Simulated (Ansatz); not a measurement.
**Energy profile**

The step: SiH₃Cl ([SiH3][Cl]) + SiH₃ → SiH₂Cl ([SiH2][Cl]) + SiH₄; bonds formed: H1–Si4; bonds broken: H1–Si2 (atoms numbered as in the saddle structure below).

H1  (0.316, 0.082, 0.013)
Si2  (0.532, -1.248, -1.100)
Cl3  (-1.403, -1.916, -1.316)
Si4  (-0.329, 1.326, 1.129)
H5  (1.036, -0.832, -2.436)
H6  (1.353, -2.358, -0.550)
H7  (-1.313, 2.149, 0.378)
H8  (-0.986, 0.626, 2.263)
H9  (0.793, 2.171, 1.618)
(Å)

Electronic energies by CCSD(T) at an estimated basis limit (MP2 extrapolated from triple and quadruple zeta, plus CCSD(T) − MP2 in triple zeta), on PBE0-D4/def2-TZVP structures; Si2H6Cl, doublet; no counterpoise correction; spin–orbit coupling, which lowers free halogen atoms and radicals such as OH and SH, is left out. Computed with Ansatz 0.2.0 (basis: def2-TZVPP and def2-QZVPP); correlated methods freeze the cores; orbitals are unrestricted. Extrapolation: Hartree–Fock as exp(−7.88 √X), correlation as X^−2.97.

Task: Give the profile in eV, counted from the separated reactants. (Judge from chemistry; the value comes from the calculation.)

Result: The calculation gives:
| point | eV |
| --- | --- |
| separated: SiH3Cl (linked as [SiH3][Cl]; H1, Si2, Cl3, H5, H6; singlet) + SiH3 (Si4, H7, H8, H9; doublet) | 0.000 |
| start structure | -0.049 |
| saddle | 0.445 |
| end structure | -0.043 |
| separated: SiH4 (H1, Si4, H7, H8, H9; singlet) + SiH2Cl (linked as [SiH2][Cl]; Si2, Cl3, H5, H6; doublet) | 0.009 |

No T1 diagnostic of these runs exceeds 0.016. ⟨S²⟩ of the unrestricted Hartree–Fock references: 0.75 to 0.78 (a pure state has 0.75). The start structure is not quite a true minimum (one mode of 46i cm⁻¹). The end structure is not quite a true minimum (one mode of 51i cm⁻¹).

Radical steps of this kind take place in plasma deposition and etching.

For scale, one of the runs: CCSD(T)/def2-TZVPP, 210 basis functions (an equivalent command: `ansatz run in.yaml --threads 4`). The run took 98 s on 4 CPU threads (shared host), with 6.5 GiB of host memory at its peak.
